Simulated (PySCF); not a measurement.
These 3 structures share the formula C5H12S. Method: PySCF 2.14.0, PBE0-D3(BJ)/def2-SVP geometry optimisation, gas phase. One conformer each; no zero-point energy, no entropy. No frequencies were run at this level. Point groups hold within 0.08 Å.

Question: Order them by energy at this level, lowest first, and give relative energies in kcal/mol.
A. `[CH3:1][CH2:2][C@H:3]([CH3:4])[S:5][CH3:6]` with C1–C2–C3–C4 -174°, C2–C3–S5–C6 62° (2-(methylthio)butane)
B. `[CH3:1][CH2:2][CH2:3][S:4][CH2:5][CH3:6]` with C1–C2–C3–S4 60°, C2–C3–S4–C5 62°, C3–S4–C5–C6 64°
C. `[CH3:1][CH2:2][CH2:3][C@H:4]([CH3:5])[SH:6]` with C1–C2–C3–C4 -178°, C2–C3–C4–C5 -171°, C3–C4–S6–H 65° (2-pentanethiol)

Answer: C (0.0), A (2.7), B (3.0).

As drawn, the lowest has an S–H bond, which the highest lacks. Neighbours under 2.5 kcal/mol apart (CC[C@H](C)SC and CCCSCC) can change places with a better method, another conformer or zero-point energy.

```tsv
SMILES	E (Eh)	E rel (kcal/mol)	dipole (D)	point group	A, B, C (MHz)
CCC[C@H](C)S	-595.31986	0.0	1.54	C1	4268, 1508, 1197
CC[C@H](C)SC	-595.31550	2.7	1.56	C1	3143, 2223, 1692
CCCSCC	-595.31513	3.0	1.62	C1	4298, 1641, 1497
```

Q: As an exercise, what shares would exp(−E/RT) give at 500 K from these electronic energies alone (no entropy, no degeneracies)?

A: RT = 0.994 kcal/mol: CCC[C@H](C)S 89.8 %, CC[C@H](C)SC 5.7 %, CCCSCC 4.5 %.
